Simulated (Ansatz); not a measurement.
**One shape, several levels: CHFO (formyl fluoride)**

Wanted: a comparison of 6 runs (HF/STO-3G, UHF/STO-3G, B2PLYP/STO-3G, PBE0/STO-3G, UPBE/STO-3G, UMP2/STO-3G) of CHFO (formyl fluoride). 

Program for the calculation: Ansatz 0.2.0.

73 further runs of the same task are left out: 73 set aside as unsound or not needed.

### Step 1. The molecule

CHFO has 4 atoms, charge 0, and is taken as a singlet. SMILES: `O=CF`. The H4–C2 distance was set to 1.373 Å, away from the relaxed value.

Bond lengths: O1–C2 1.171 Å, C2–F3 1.341 Å. Angles: O1–C2–F3 122.3°. A long bond or contact: C2–H4 1.373 Å.

### Step 2. The energy at HF/STO-3G (run 1)

Contents of run.yaml:

```yaml
crystal:
  periodic: [false, false, false]
  atoms:
    - {symbol: O, position_ang: [-0.990883, 0.008968, 1.003612]}
    - {symbol: C, position_ang: [-0.150943, -0.113712, 0.196562]}
    - {symbol: F, position_ang: [0.483167, -1.277912, -0.007718]}
    - {symbol: H, position_ang: [0.355050, 0.821510, -0.671560]}
basis:
  gaussian:
    orbitals: STO-3G
total_charge: 0
hamiltonian:
  xc: hf
accuracy: high
```

Started as:

```sh
ansatz run run.yaml --threads 1 --pin off --max-ram 2610MiB --events-out events.jsonl --progress --plain --runs-dir runs
```

Log:

```text
Warning: RAYON_NUM_THREADS=1 ignored (pool sized by the plan → 1); use --threads N
Functional definition: HF
  name "HF"
  exchange = exact_x
  correlation = 0
273 factors; integrals over basis functions are off by at most 3.4e-8 eV
mean field evaluation 1: about -5704.3396 eV, gradient 3.6e1 eV
mean field evaluation 2: about -5704.4243 eV, gradient 3.6e1 eV
mean field evaluation 4: about -5708.6149 eV, gradient 2.7e0 eV
mean field evaluation 8: about -5708.6773 eV, gradient 9.6e-2 eV
mean field -5708.67732511 eV, -209.7900222175 hartree, gradient 1.4e-8 eV, S^2 0.000000; 0 other end points of the search recorded, 0 dependent functions left out
reference -5708.67732511 eV, -209.7900222175 hartree; 12, 12 occupied and 4, 4 virtual orbitals, 273 factors
Total energy: -5708.67732511 eV, -209.7900222175 hartree
```

Run time: 0.08 s. Hardware: 1 thread of Arm Neoverse V1, shared host.

### Step 3. A single-point energy at UHF/STO-3G (run 2)

Contents of input.yaml:

```yaml
crystal:
  periodic: [false, false, false]
  atoms:
    - {symbol: O, position_ang: [-0.990883, 0.008968, 1.003612]}
    - {symbol: C, position_ang: [-0.150943, -0.113712, 0.196562]}
    - {symbol: F, position_ang: [0.483167, -1.277912, -0.007718]}
    - {symbol: H, position_ang: [0.355050, 0.821510, -0.671560]}
basis:
  gaussian:
    orbitals: STO-3G
hamiltonian:
  xc: hf
magnetization:
  spin_polarized: true
accuracy: high
```

Started as:

```sh
ansatz run input.yaml --threads 1 --pin off --max-ram 2610MiB --events-out events.jsonl --progress --plain --runs-dir runs
```

Log:

```text
Warning: RAYON_NUM_THREADS=1 ignored (pool sized by the plan → 1); use --threads N
[... 4 set-up lines as earlier in the session ...]
273 factors; integrals over basis functions are off by at most 3.4e-8 eV
mean field evaluation 1: about -5704.3396 eV, gradient 2.6e1 eV
mean field evaluation 2: about -5704.4243 eV, gradient 2.6e1 eV
mean field evaluation 4: about -5708.6149 eV, gradient 1.9e0 eV
mean field evaluation 8: about -5708.6773 eV, gradient 6.8e-2 eV
mean field evaluation 16: about -5708.6375 eV, gradient 7.6e-1 eV
mean field evaluation 32: about -5708.6772 eV, gradient 7.7e-3 eV
mean field evaluation 64: about -5708.4942 eV, gradient 1.9e0 eV
mean field -5708.67732524 eV, -209.7900222220 hartree, gradient 3.0e-8 eV, S^2 0.000323; 2 other end points of the search recorded, 0 dependent functions left out
reference -5708.67732524 eV, -209.7900222220 hartree; 12, 12 occupied and 4, 4 virtual orbitals, 273 factors
Total energy: -5708.67732524 eV, -209.7900222220 hartree
```

Run time: 0.2 s. Hardware: 1 thread of Arm Neoverse V1, shared host.

Runs 3 to 4 aren't shown in full; the table further down has their settings and results.

### Step 4. The energy at UPBE/STO-3G (run 5)

Contents of molecule.yaml:

```yaml
crystal:
  periodic: [false, false, false]
  atoms:
    - {symbol: O, position_ang: [-0.990883, 0.008968, 1.003612]}
    - {symbol: C, position_ang: [-0.150943, -0.113712, 0.196562]}
    - {symbol: F, position_ang: [0.483167, -1.277912, -0.007718]}
    - {symbol: H, position_ang: [0.355050, 0.821510, -0.671560]}
basis:
  gaussian:
    orbitals: STO-3G
hamiltonian:
  xc: {name: PBE}
magnetization:
  spin_polarized: true
accuracy: high
```

Started as:

```sh
ansatz run molecule.yaml --threads 1 --pin off --max-ram 2610MiB --events-out events.jsonl --progress --plain --runs-dir runs
```

Log:

```text
Warning: RAYON_NUM_THREADS=1 ignored (pool sized by the plan → 1); use --threads N
Functional definition: PBE
  name "PBE"
  parameter kappa = 0.804
  parameter beta = 0.06672455060314922
  exchange = pbe_x(kappa = kappa, mu = beta*pi^2/3)
  correlation = pbe_c(beta = beta)
273 factors; integrals over basis functions are off by at most 3.4e-8 eV
mean field evaluation 1: about -5727.0135 eV, gradient 1.9e1 eV
mean field evaluation 2: about -5710.8341 eV, gradient 6.2e1 eV
mean field evaluation 4: about -5729.0062 eV, gradient 2.6e0 eV
mean field evaluation 8: about -5728.9810 eV, gradient 8.2e-2 eV
mean field evaluation 16: about -5728.9811 eV, gradient 1.4e-8 eV
mean field -5728.98107966 eV, -210.5361714345 hartree, gradient 1.5e-8 eV, S^2 0.000000; 0 other end points of the search recorded, 0 dependent functions left out
reference -5728.98108075 eV, -210.5361714747 hartree; 12, 12 occupied and 4, 4 virtual orbitals, 273 factors
Total energy: -5728.98108075 eV, -210.5361714747 hartree
```

Wall time 1.3 s (1 thread of Arm Neoverse V1, shared host); peak memory 0.11 GiB.

### Step 5. A single-point energy at UMP2/STO-3G (run 6)

Edit molecule.yaml of step 4 so:

```diff
@@ -8,8 +8,5 @@
 basis:
-  gaussian:
-    orbitals: STO-3G
-hamiltonian:
-  xc: {name: PBE}
-magnetization:
-  spin_polarized: true
+  gaussian: {orbitals: STO-3G}
+magnetization: {spin_polarized: true, initial_magnetization: 0}
+correlation: {method: mp2, frozen_orbitals: {C: 1, F: 1, H: 0, O: 1}}
 accuracy: high
```

Started as:

```sh
ansatz run molecule.yaml --threads 1 --pin off --max-ram 2610MiB --events-out events.jsonl --progress --plain --runs-dir runs
```

Log:

```text
Warning: RAYON_NUM_THREADS=1 ignored (pool sized by the plan → 1); use --threads N
[... 4 set-up lines as earlier in the session ...]
273 factors; integrals over basis functions are off by at most 3.4e-8 eV
mean field evaluation 1: about -5704.3396 eV, gradient 2.6e1 eV
mean field evaluation 2: about -5704.4243 eV, gradient 2.6e1 eV
mean field evaluation 4: about -5708.6149 eV, gradient 1.9e0 eV
mean field evaluation 8: about -5708.6773 eV, gradient 6.8e-2 eV
mean field evaluation 16: about -5708.6375 eV, gradient 7.6e-1 eV
mean field evaluation 32: about -5708.6772 eV, gradient 7.7e-3 eV
mean field -5708.67732524 eV, -209.7900222220 hartree, gradient 3.0e-8 eV, S^2 0.000323; 3 other end points of the search recorded, 0 dependent functions left out
3 core orbitals not correlated: weight in the atoms' cores, before any rotation towards them, 1.000 or more for the frozen orbitals, at most 0.000 for the correlated occupied ones
reference -5708.67732524 eV, -209.7900222220 hartree; 9, 9 occupied and 4, 4 virtual orbitals, 273 factors
second order -3.85318454 eV of doubles, -0.00000000 eV of singles
Total energy: -5712.53050978 eV, -209.9316241420 hartree
```

Run time: 0.22 s. Hardware: 1 thread of Arm Neoverse V1, shared host.

### Step 6. Overview of the runs

```csv
run,level,frozen core orbitals,energy (Eh),wall time
1,HF/STO-3G,–,-209.790022,0.08 s
2,UHF/STO-3G,–,-209.790022,0.2 s
3,B2PLYP/STO-3G,3,-210.478696,1 s
4,PBE0/STO-3G,–,-210.557196,0.77 s
5,UPBE/STO-3G,–,-210.536171,1.3 s
6,UMP2/STO-3G,3,-209.931624,0.22 s
```

### Step 7. What came out

| quantity | value |
| --- | --- |
| run 6: total energy | -209.93162 Eh |
| run 6: correlation energy (3 core orbitals frozen) | -141.6 mEh |

In words: Totals of different functionals can't be ranked against each other. In runs 1, 2, 3, 4, 5, 6 the basis is minimal, so the values are rough. All runs together took 3.6 s, the longest 1.3 s.
